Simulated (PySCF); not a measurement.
**O⁻: electron affinity in aug-cc-pVQZ**

Aim: the electron affinity of oxygen from differences of total energies, at each level of theory, and how far each lands from the tabulated value where there is one.

Method: unrestricted determinants in a Gaussian basis, no spin-orbit coupling in the energies. Code: PySCF 2.14.0.

### Step 1. What is computed

```
Element                                   : oxygen (Z = 8)
Basis                                     : aug-cc-pVQZ (6s5p4d3f2g, 80 functions)
Hamiltonian                               : the non-relativistic Hamiltonian (point nucleus)
State 1                                   : O⁻: [He] 2s2 2p5, 2P determinant
Needed too, but not shown                 : O [He] 2s2 2p4 (3P)
Methods                                   : UHF, LDA, PBE, PBE0, r2SCAN, PBEsol, HSE06, wB97M-V, BP86, MP2
Core shells frozen in the correlated runs : valence: 1s2 (for O⁻)
```

The outer shells:

O- [He] 2s2 2p5
```
[He] core
2s [↑↓]
2p [↑↓][↑↓][↑ ]
```

The runs were made by one driver on top of PySCF. The scripts below sum up each run's settings (the driver also hands on starting orbitals that pick excited configurations, and frozen orbitals as a list rather than a count), and the logs come from the driver's own runs. The driver starts from symmetry-adapted Hartree-Fock orbitals, holds the occupation by maximum overlap and uses a logarithmic radial grid for functionals, so a plain start would take other cycles.

The integrals over 80 functions and the set-up took 1 s of CPU time.

### Step 2. O⁻, method by method

Level: UHF.

The input, input.py:

```python
from pyscf import gto, scf, dft, mp, cc
import basis_set_exchange as bse
mol = gto.M(atom="O 0 0 0", charge=-1, spin=1, symmetry="D2h",
            basis=gto.basis.parse(bse.get_basis("aug-cc-pVQZ", elements=["O"], fmt="nwchem")))
mf = scf.UHF(mol)
mf.irrep_nelec = {'Ag': (2, 2), 'B1u': (1, 1), 'B2u': (1, 1), 'B3u': (1, 0)}
mf.kernel()
```

Level: LDA.

input.py, as changed from the run before:

```diff
@@ -4,3 +4,3 @@
             basis=gto.basis.parse(bse.get_basis("aug-cc-pVQZ", elements=["O"], fmt="nwchem")))
-mf = scf.UHF(mol)
+mf = dft.UKS(mol, xc="LDA,VWN")
 mf.irrep_nelec = {'Ag': (2, 2), 'B1u': (1, 1), 'B2u': (1, 1), 'B3u': (1, 0)}
```

Level: PBE.

input.py, as changed from the run before:

```diff
@@ -4,3 +4,3 @@
             basis=gto.basis.parse(bse.get_basis("aug-cc-pVQZ", elements=["O"], fmt="nwchem")))
-mf = dft.UKS(mol, xc="LDA,VWN")
+mf = dft.UKS(mol, xc="PBE")
 mf.irrep_nelec = {'Ag': (2, 2), 'B1u': (1, 1), 'B2u': (1, 1), 'B3u': (1, 0)}
```

Level: PBE0.

input.py, as changed from the run before:

```diff
@@ -4,3 +4,3 @@
             basis=gto.basis.parse(bse.get_basis("aug-cc-pVQZ", elements=["O"], fmt="nwchem")))
-mf = dft.UKS(mol, xc="PBE")
+mf = dft.UKS(mol, xc="PBE0")
 mf.irrep_nelec = {'Ag': (2, 2), 'B1u': (1, 1), 'B2u': (1, 1), 'B3u': (1, 0)}
```

Level: r2SCAN.

input.py, as changed from the run before:

```diff
@@ -4,3 +4,3 @@
             basis=gto.basis.parse(bse.get_basis("aug-cc-pVQZ", elements=["O"], fmt="nwchem")))
-mf = dft.UKS(mol, xc="PBE0")
+mf = dft.UKS(mol, xc="R2SCAN")
 mf.irrep_nelec = {'Ag': (2, 2), 'B1u': (1, 1), 'B2u': (1, 1), 'B3u': (1, 0)}
```

Level: PBEsol.

input.py, as changed from the run before:

```diff
@@ -4,3 +4,3 @@
             basis=gto.basis.parse(bse.get_basis("aug-cc-pVQZ", elements=["O"], fmt="nwchem")))
-mf = dft.UKS(mol, xc="R2SCAN")
+mf = dft.UKS(mol, xc="PBEsol")
 mf.irrep_nelec = {'Ag': (2, 2), 'B1u': (1, 1), 'B2u': (1, 1), 'B3u': (1, 0)}
```

Level: HSE06.

input.py, as changed from the run before:

```diff
@@ -4,3 +4,3 @@
             basis=gto.basis.parse(bse.get_basis("aug-cc-pVQZ", elements=["O"], fmt="nwchem")))
-mf = dft.UKS(mol, xc="PBEsol")
+mf = dft.UKS(mol, xc="HSE06")
 mf.irrep_nelec = {'Ag': (2, 2), 'B1u': (1, 1), 'B2u': (1, 1), 'B3u': (1, 0)}
```

Level: wB97M-V.

input.py, as changed from the run before:

```diff
@@ -4,3 +4,3 @@
             basis=gto.basis.parse(bse.get_basis("aug-cc-pVQZ", elements=["O"], fmt="nwchem")))
-mf = dft.UKS(mol, xc="HSE06")
+mf = dft.UKS(mol, xc="WB97M_V")
 mf.irrep_nelec = {'Ag': (2, 2), 'B1u': (1, 1), 'B2u': (1, 1), 'B3u': (1, 0)}
```

Level: BP86.

input.py, as changed from the run before:

```diff
@@ -4,3 +4,3 @@
             basis=gto.basis.parse(bse.get_basis("aug-cc-pVQZ", elements=["O"], fmt="nwchem")))
-mf = dft.UKS(mol, xc="WB97M_V")
+mf = dft.UKS(mol, xc="B88,P86")
 mf.irrep_nelec = {'Ag': (2, 2), 'B1u': (1, 1), 'B2u': (1, 1), 'B3u': (1, 0)}
```

### Step 3. O⁻, continued

Level: MP2 (valence).

Edit input.py of step 2 so:

```diff
@@ -4,4 +4,5 @@
             basis=gto.basis.parse(bse.get_basis("aug-cc-pVQZ", elements=["O"], fmt="nwchem")))
-mf = dft.UKS(mol, xc="B88,P86")
+mf = scf.UHF(mol)
 mf.irrep_nelec = {'Ag': (2, 2), 'B1u': (1, 1), 'B2u': (1, 1), 'B3u': (1, 0)}
 mf.kernel()
+mp.UMP2(mf, frozen=1).kernel()
```

Before running it: what results should come out?

As calculated:

| quantity | value |
| --- | --- |
| electron affinity, O | UHF -0.572, MP2 (valence) 1.491 eV; reference 1.461 |

Accuracy by level (over 1 difference):

| method | mean absolute miss against the measured value (with the measured fine structure taken into account where it is known) (eV) |
| --- | --- |
| UHF | 2.034 |
| LDA | 0.598 |
| PBE | 0.314 |
| PBE0 | 0.075 |
| r2SCAN | 0.045 |
| PBEsol | 0.271 |
| HSE06 | 0.068 |
| wB97M-V | 0.023 |
| BP86 | 0.446 |
| MP2 (valence) | 0.030 |
| SCS-MP2 (valence) | 0.009 |

Against experiment SCS-MP2 (valence) comes closest (off by 0.01 eV), level with wB97M-V and UHF is farthest (2.03 eV). Hartree-Fock falls short because the species with more electrons holds more correlation energy, which it lacks. PBE is off by +0.31 eV. The basis is finite, and no extrapolation was made.
